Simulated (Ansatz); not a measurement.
Reading a saddle point

A first-order saddle point of CH₅OS, doublet, PBE0-D4/def2-TZVP, with one imaginary mode of 853i cm⁻¹:

| atom | x (Å) | y (Å) | z (Å) |
| --- | --- | --- | --- |
| H1 | 0.6895 | -0.5452 | -0.8068 |
| S2 | 1.9267 | 0.0878 | -1.1842 |
| O3 | -0.3329 | -0.8296 | 0.0768 |
| C4 | -1.0516 | 0.2802 | 0.4617 |
| H5 | 2.6305 | -0.6593 | -0.3199 |
| H6 | -1.3042 | 0.9467 | -0.3709 |
| H7 | -0.5640 | 0.8376 | 1.2705 |
| H8 | -1.9941 | -0.1181 | 0.8728 |

Ansatz 0.2.0; basis: def2-TZVPP and def2-QZVPP; cores frozen in the correlated methods; orbitals are unrestricted. Extrapolation: Hartree–Fock as exp(−7.88 √X), correlation as X^−2.97.

Question: Which contacts change along the imaginary mode, and what lies on either side? (A judgement: the text doesn't fix the answer.)

Answer: The calculation gives: The step is CH₃O ([CH3][O]) + H₂S → CH₄O ([CH3][OH]) + HS, with the molecules in contact on both sides. Shortening one way: H1–O3; lengthening the same way: H1–S2.
| pair | one side (Å) | saddle (Å) | other side (Å) |
| --- | --- | --- | --- |
| H1–O3 | 2.23 | 1.38 | 0.96 |
| H1–S2 | 1.35 | 1.44 | 2.47 |

Question: Which side is lower, and how far does the saddle lie above each? (An estimate is asked for; the value comes from the calculation.)

Answer: By the calculation: The side with H1–O3 short is lower by 17.73 kcal/mol; the saddle lies 24.60 kcal/mol above it and 6.87 kcal/mol above the other (CCSD(T) at an estimated basis limit (MP2 extrapolated from triple and quadruple zeta, plus CCSD(T) − MP2 in triple zeta); electronic energies).

T1 diagnostic: at most 0.025. ⟨S²⟩ of the unrestricted Hartree–Fock references: 0.76 to 0.78 (a pure state has 0.75).

Labels in which every atom is bracketed show which atoms are joined, not bond orders.

For scale, one of the runs: CCSD(T)/def2-TZVPP, 174 basis functions (an equivalent command: `ansatz run in.yaml --threads 4`). Time: 94 s of wall clock on 4 CPU threads; the host was shared. Peak host memory: 3.9 GiB.
